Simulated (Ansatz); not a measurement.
Molecule: HO (charge -1, singlet). Whether it binds its extra electron was not tested at this geometry. 
Geometry from a B3LYP-D3(BJ)/def2-TZVP (Ansatz, a first-principles code) optimisation:
```
O
H 1 0.9702
```
Charge -1, spin multiplicity 1.

Basis-set convergence of Hartree-Fock and MP2 correlation energies (hartree) with Ansatz. Cores are frozen in the correlated levels unless marked. No spin-orbit coupling. No relativistic terms.

| basis | functions | E(HF) | E(corr, MP2) |
|---|---|---|---|
| aug-cc-pVDZ | 32 | -75.39564 | -0.24137 |
| aug-cc-pVTZ | 69 | -75.41189 | -0.29039 |
| aug-cc-pVQZ | 126 | -75.41666 | -0.30828 |

Extrapolating the two largest sets (X = 3 and 4) as X^-3: E(corr) = (64·(-0.30828) - 27·(-0.29039))/37 = -0.3213 Eh, an estimate of the basis-set limit. The largest set recovers 95.9 % of it, the smallest 75.1 %.
